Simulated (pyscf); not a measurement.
This saddle point was located with ωB97X-D3(BJ)/def2-SVP in PySCF.

```
C
H 1 1.0922
H 1 1.0926 2 114.06
C 1 1.4356 2 119.74 3 -147.22
H 4 1.0937 1 116.77 2 140.45
H 4 1.0938 5 115.88 1 144.65
Ga 4 2.0575 5 109.50 6 127.30
H 7 1.5590 4 111.65 5 -135.73
H 7 1.5617 8 129.24 4 -145.98
C 1 2.1393 2 84.34 3 89.64
H 10 1.0957 1 86.20 2 -85.01
H 10 1.0976 11 110.25 3 -114.46
H 10 1.1040 11 105.63 12 -116.23
```
Charge 0, spin multiplicity 1.

Surface: singlet, charge 0. Lowest wavenumbers (cm⁻¹): 551i, 143, 196, 365, 414.

**Question.** What reaction is this the transition state of?

**Answer.** H₃C–GaH₂ + H₂C=CH₂ ⇌ H₃C–CH₂–CH₂–GaH₂, an addition across a multiple bond or ene-type step read from left to right: C–Ga broken and C–C, C–Ga formed. At ωB97M-D3(BJ)/def2-TZVP it lies +1.01 eV from the left side and +2.01 eV from the right (each side as separated species at their lowest minima found). On the reactant side the descent ends in a bound adduct (not fully relaxed), 0.48 eV under the separated species and 1.38 eV under the saddle at ωB97X-D3(BJ)/def2-TZVP. At the saddle there is also a short C–Ga contact that neither side keeps. At ωB97X-D3(BJ)/def2-TZVP the barrier from the zero used here is 0.90 eV. H₃C–CH₂–CH₂–GaH₂ lies 0.76 eV over its isomer H₃C–Ga(CH₃)–CH₃ (electronic energy, ωB97M-D3(BJ)/def2-TZVP). This is the saddle that the search found; another between the same sides may lie lower. Elements up to Kr have no core potential and no relativistic terms here.
